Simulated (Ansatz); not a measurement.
Results of PBE0-D3(BJ) in Ansatz (plane waves, PAW) for 1T (CdI2-type) PtS₂.

The cell is the one relaxed with PBE-D3(BJ): a = 3.584 Å, b = 3.584 Å, c = 4.657 Å, α = 90.00°, β = 90.00°, γ = 120.00°.

**Question.** Predict the interlayer binding energy.

**Answer.** 
- interlayer binding energy: 39.1 meV/Å²

Note: exact exchange on metals is sensitive to the k mesh and can open a false gap.

Spin–orbit coupling is not included.

Computed values are for the static lattice.

The result took around 17 core-minutes (rough).

Ansatz is an electronic-structure program.
